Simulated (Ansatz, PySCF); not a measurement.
This PySCF input computes a r2SCAN/def2-TZVPD energy:

```python
from pyscf import gto, scf, dft

mol = gto.M(
    atom='''
    F    -0.00000000   -0.00000000   -0.10164744
    H     0.00000000    0.00000000    0.91482694
    ''',
    basis='def2-tzvpd',
    charge=1,
    spin=1,
    symmetry='C2v',
    verbose=4,
)

mf = dft.UKS(mol, xc='r2scan').density_fit(auxbasis='def2-universal-jkfit')
mf.grids.level = 4
mf.conv_tol = 1e-9
mf.max_cycle = 100
mf.max_memory = 1500
mf.kernel()
if not mf.converged:
    mf = mf.newton()
    mf.kernel(mf.make_rdm1())
mf.analyze()
```

**Question.** Write an input for the same energy in Ansatz (a quantum-chemistry and plane-wave program) and say what it gives.

**Answer.** 
Ansatz 0.2 input:
```yaml
crystal:
  periodic: [false, false, false]
  atoms:
    - {symbol: F, position_ang: [-0.00000000, -0.00000000, -0.10164744]}
    - {symbol: H, position_ang: [0.00000000, 0.00000000, 0.91482694]}
basis:
  gaussian:
    orbitals: def2-TZVPD
hamiltonian:
  xc: {name: r2SCAN}
total_charge: 1
magnetization: {spin_polarized: true, initial_magnetization: 1}
output: {forces: true}
```
It gives -99.86247 Eh, and PySCF -99.86250 Eh, a difference of 0.03 mEh, from the treatment of integrals and grids.
